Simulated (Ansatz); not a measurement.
# CCSD(T) against full CI for several species

Each species is computed at the geometry given (Å), with frozen cores, in Ansatz 0.2.0: RHF-CCSD(T) for singlets, UHF-CCSD(T) otherwise, and full CI in the same basis. The program picks the determinant by trial CCSD, so it needn't be the lowest Hartree–Fock solution. States: H2Al–Al B1, BH2⁻ A1, SiN Π. Cases whose determinant has another symmetry than full CI's state, or whose (Q) step broke down, weren't drawn.

Problem. Judging by size, spin and bonding and the diagnostics given, rank them by the size of CCSD(T)'s error in total energy against full CI in the same basis, smallest first (an estimate).
A. H$_{2}$Al–Al, triplet, 6-31G: Al 0.000 0.000 -1.343; Al 0.000 0.000 1.503; H 0.000 1.586 -2.143; H 0.000 -1.586 -2.143. T1 0.045, (T) -60 meV in a correlation energy of -2.41 eV
B. SiN, quartet, 6-31G: Si 0.000 0.000 0.000; N 0.000 0.000 2.552. T1 0.078, (T) -86 meV in a correlation energy of -2.53 eV
C. BH$_{2}$⁻, singlet, 6-31++G**: B 0.000 -0.137 0.000; H 0.000 0.734 -0.893; H 0.000 0.734 0.893. T1 0.013, (T) -89 meV in a correlation energy of -3.30 eV

Solution. C (23.3 meV), A (38.8 meV), B (53.7 meV).

| species | basis | correlated electrons | CCSD(T) − full CI (meV) | CCSDT(Q) − full CI (meV) | unpaired electrons (full CI) | T1 | ⟨S²⟩ of the determinant |
| --- | --- | --- | --- | --- | --- | --- | --- |
| BH2⁻, singlet | 6-31++G** | 6 | 23.3 | 0.6 | 0.10 | 0.013 | 0.00 |
| H2Al–Al, triplet | 6-31G | 8 | 38.8 | 1.6 | 2.08 | 0.045 | 2.03 |
| SiN, quartet | 6-31G | 9 | 53.7 | -0.6 | 3.47 | 0.078 | 4.46 |

Unpaired electrons are Σ n²(2−n)² over natural occupations; an open shell counts its own unpaired electrons too. Frozen cores follow each run's orbitals, which moves totals by a few meV.
